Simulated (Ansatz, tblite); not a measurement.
# The cluster HgF2−: one state, many levels

One table from this session's results is given with a row withheld; the runs are named, their logs left out.

The runs use Ansatz 0.2.0, Gaussian basis; as each input shows.

Levels to be run: GFN1-xTB, GFN2-xTB, PBE-D4/def2-TZVPD, r2SCAN-D4/def2-TZVPD, BHLYP-D4/def2-TZVPD, B3LYP-D4/def2-TZVPD, LDA/def2-TZVPD, CAM-B3LYP-D4/def2-TZVPD, ωB97X-V/def2-TZVPD, PBE+5HF/def2-TZVPD, PBE+10HF/def2-TZVPD, PBE+15HF/def2-TZVPD, PBE+35HF/def2-TZVPD, PBE+50HF/def2-TZVPD, PBE-D4/def2-SVPD, PBE0-D4/def2-SVPD, CCSD(T)/def2-TZVPPD, MP2/def2-TZVPD, RPA/def2-TZVPD.

### The geometry

The doublet was relaxed beforehand with PBE-D4/def2-TZVPD. At that level it is the lowest of the isomers that a small search found.

3 atoms, charge -1, spin multiplicity 2.

Bond lengths: Hg1–F2 2.239 Å, Hg1–F3 2.239 Å. Angles: F2–Hg1–F3 148.9°.

Hg takes a core potential in the def2 sets. No spin-orbit coupling is included. The ion is computed in the gas phase, without counter-ions or solvent.

PBE0-D4/def2-TZVPD was run before; its log isn't repeated, and its numbers join the tables.

The first run:

Tight binding, by tblite at 300 K electronic temperature and without a spin-polarisation term:

```python
tblite.interface.Calculator('GFN1-xTB', numbers, positions, charge=-1, uhf=1).singlepoint()
```

Tight binding, by tblite at 300 K electronic temperature and without a spin-polarisation term:

```python
tblite.interface.Calculator('GFN2-xTB', numbers, positions, charge=-1, uhf=1).singlepoint()
```

start.molden holds the orbitals of an earlier run on this state, given as this run's starting guess.

Input file in.yaml:

```yaml
crystal:
  periodic: [false, false, false]
  atoms:
    - {symbol: Hg, position_ang: [-0.194399, -0.273183, 0.218475]}
    - {symbol: F, position_ang: [0.335460, 1.369302, 1.644264]}
    - {symbol: F, position_ang: [-0.141071, -1.096119, -1.862729]}
basis:
  gaussian: {orbitals: def2-TZVPD, initial_orbitals: start.molden}
total_charge: -1
magnetization: {spin_polarized: true, initial_magnetization: 1}
hamiltonian: {xc: pbe, dispersion: d4}
scf: {omitted_lower_state_checks: [starts]}
output: {orbitals: {seedname: orbitals}}
```

Launch:

```sh
$ ansatz run in.yaml --threads 4 --pin off --events-out ev --progress --plain --max-ram 3916MiB
```

Among the steps run: PBE-D4/def2-TZVPD; r2SCAN-D4/def2-TZVPD; BHLYP-D4/def2-TZVPD; B3LYP-D4/def2-TZVPD; LDA/def2-TZVPD; CAM-B3LYP-D4/def2-TZVPD; ωB97X-V/def2-TZVPD; PBE+5HF/def2-TZVPD; PBE+10HF/def2-TZVPD; PBE+15HF/def2-TZVPD; PBE+35HF/def2-TZVPD; PBE+50HF/def2-TZVPD; PBE-D4/def2-SVPD; PBE0-D4/def2-SVPD; CCSD(T)/def2-TZVPPD; MP2/def2-TZVPD; RPA/def2-TZVPD.

One table of the session follows, with a row left open; its other results are not shown here.

It belongs to the step «Levels side by side». 

| level | HOMO (eV) | LUMO (eV) | gap (eV) |
| --- | --- | --- | --- |
| LDA/def2-TZVPD | -0.06 | 0.45 | 0.51 |
| PBE-D4/def2-SVPD | 0.17 | 0.80 | 0.63 |
| PBE-D4/def2-TZVPD | 0.17 | 0.80 | 0.63 |
| r2SCAN-D4/def2-TZVPD | -0.09 | 1.03 | 1.13 |
| B3LYP-D4/def2-TZVPD | ? | ? | ? |
| PBE0-D4/def2-SVPD | -0.89 | 1.71 | 2.60 |
| PBE0-D4/def2-TZVPD | -0.87 | 1.73 | 2.60 |
| BHLYP-D4/def2-TZVPD | -1.81 | 2.52 | 4.33 |
| CAM-B3LYP-D4/def2-TZVPD | -2.12 | 2.58 | 4.71 |
| ωB97X-V/def2-TZVPD | -2.85 | 3.68 | 6.53 |
| PBE+5HF/def2-TZVPD | -0.04 | 0.99 | 1.03 |
| PBE+10HF/def2-TZVPD | -0.25 | 1.18 | 1.42 |
| PBE+15HF/def2-TZVPD | -0.46 | 1.36 | 1.82 |
| PBE+35HF/def2-TZVPD | -1.28 | 2.10 | 3.37 |
| PBE+50HF/def2-TZVPD | -1.88 | 2.64 | 4.52 |

Q: Estimate the row for B3LYP-D4/def2-TZVPD from the others.

As computed: HOMO (eV): -0.75; LUMO (eV): 1.36; gap (eV): 2.11. In the column «HOMO (eV)» it lies between PBE0-D4/def2-TZVPD (-0.87) and PBE+15HF/def2-TZVPD (-0.46).
